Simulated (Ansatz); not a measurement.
Geometry optimisation, RKS PBE0-D4/def2-SVP (Ansatz).

Input:

```yaml
crystal:
  periodic: [false, false, false]
  atoms:
    - { symbol: B, position_ang: [0.211324, 0.6348, -0.171836] }
    - { symbol: H, position_ang: [-0.08363, -0.541519, 1.896333] }
    - { symbol: Cl, position_ang: [1.623846, -0.306959, -0.578347] }
    - { symbol: H, position_ang: [-0.881652, 0.250104, -0.48932] }
    - { symbol: S, position_ang: [0.332397, 2.318503, 0.58596] }
    - { symbol: H, position_ang: [1.674314, 2.326352, 0.746945] }
    - { symbol: H, position_ang: [-0.1166, 0.169418, 1.998565] }
basis:
  gaussian: { orbitals: def2-SVP }
hamiltonian:
  xc: pbe0
  dispersion: d4
relax:
  f_tol: 0.03
  max_steps: 50
```

Run as:

```bash
$ ansatz run input.yaml --threads 1 --pin off --max-ram 2048MiB --backend cpu --events-out ev --progress --plain --runs-dir out
```

Q: Where does it end, and by what steps?

A: The run converged. The force dipped under the threshold on the way, but the program's further checks kept it going. After 19 steps the energy has fallen by 0.246 eV; H7 moved furthest, 0.79 Å.

```json
{"step": "0", "energy less start (eV)": "0.0000", "largest force component (eV/Å)": "1.870", "accepted": "yes"}
{"step": "1", "energy less start (eV)": "-0.1576", "largest force component (eV/Å)": "0.694", "accepted": "yes"}
{"step": "2", "energy less start (eV)": "-0.2067", "largest force component (eV/Å)": "0.491", "accepted": "yes"}
{"step": "3", "energy less start (eV)": "-0.2317", "largest force component (eV/Å)": "0.280", "accepted": "yes"}
{"step": "4", "energy less start (eV)": "-0.2325", "largest force component (eV/Å)": "0.284", "accepted": "yes"}
{"step": "5", "energy less start (eV)": "-0.2425", "largest force component (eV/Å)": "0.113", "accepted": "yes"}
{"step": "6", "energy less start (eV)": "-0.2440", "largest force component (eV/Å)": "0.064", "accepted": "yes"}
{"step": "7", "energy less start (eV)": "-0.2443", "largest force component (eV/Å)": "0.074", "accepted": "yes"}
{"step": "8", "energy less start (eV)": "-0.2444", "largest force component (eV/Å)": "0.070", "accepted": "yes"}
{"step": "9", "energy less start (eV)": "-0.2445", "largest force component (eV/Å)": "0.069", "accepted": "yes"}
{"step": "10", "energy less start (eV)": "-0.2384", "largest force component (eV/Å)": "0.455", "accepted": "no"}
{"step": "11", "energy less start (eV)": "-0.2221", "largest force component (eV/Å)": "0.361", "accepted": "no"}
{"step": "12", "energy less start (eV)": "-0.2450", "largest force component (eV/Å)": "0.023", "accepted": "yes"}
{"step": "13", "energy less start (eV)": "-0.2427", "largest force component (eV/Å)": "0.348", "accepted": "no"}
{"step": "14", "energy less start (eV)": "-0.2454", "largest force component (eV/Å)": "0.029", "accepted": "yes"}
{"step": "15", "energy less start (eV)": "-0.2449", "largest force component (eV/Å)": "0.085", "accepted": "no"}
{"step": "16", "energy less start (eV)": "-0.2455", "largest force component (eV/Å)": "0.048", "accepted": "yes"}
{"step": "17", "energy less start (eV)": "-0.2456", "largest force component (eV/Å)": "0.058", "accepted": "yes"}
{"step": "18", "energy less start (eV)": "-0.2457", "largest force component (eV/Å)": "0.055", "accepted": "yes"}
{"step": "19", "energy less start (eV)": "-0.2459", "largest force component (eV/Å)": "0.003", "accepted": "yes"}
```

```xyz
7
Properties=species:S:1:pos:R:3
B 0.263 0.844 -0.412
H -0.047 -0.889 2.333
Cl 1.617 -0.255 -0.577
H -0.826 0.500 -0.784
S 0.412 2.476 0.283
H 1.736 2.439 0.553
H -0.395 -0.264 2.592
```

Whether the end is a true minimum wasn't checked by a vibrational analysis.

The run took 34 s on 1 thread of Intel(R) Xeon(R) Platinum 8488C (Sapphire Rapids), on a shared host, peak memory 0.15 GiB.
